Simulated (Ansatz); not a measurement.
# Relaxing Na₃Cd

Method: Ansatz 0.2.0, DFT r2SCAN, scalar-relativistic, plane waves, PAW. Cutoff 500 eV, Γ-centred k mesh, Gaussian smearing, no spin polarisation in the final step.

A relaxed cell is given with its space group left out.

```
CELL_PARAMETERS angstrom
7.01277 0.00000 0.00000
-3.50638 6.07324 0.00000
0.00000 0.00000 5.59172
ATOMIC_POSITIONS crystal
Na 0.17366 0.34731 0.25000
Na 0.65269 0.82634 0.25000
Na 0.17366 0.82634 0.25000
Na 0.82634 0.65269 0.75000
Na 0.34731 0.17366 0.75000
Na 0.82634 0.17366 0.75000
Cd 0.33333 0.66667 0.75000
Cd 0.66667 0.33333 0.25000
```

Formation energies are uncorrected and refer to the elements' standard structures at the same level.

(1) What space group does it have?

(2) How far does it lie from the elements in energy?

(3) Is it a metal?

Answers

(1) P6_3/mmc (No. 194). Conventional cell: a = 7.013 Å, c = 5.592 Å. Around Na lie 8 Na at 3.36–3.65 Å and 4 Cd at 3.40–3.51 Å; Cd has 12 Na at 3.40–3.51 Å.

(2) -0.03 eV/atom.

(3) Yes, bands cross the Fermi level on the 6×6×8 mesh.

The final run used a 6×6×8 mesh on its 8-atom cell and 0.10 eV smearing. The k mesh leaves about 4 meV/atom of noise in metals.

Cost: 2 runs of about 4.4 core-minutes in all, on Arm Neoverse V1 (shared hosts).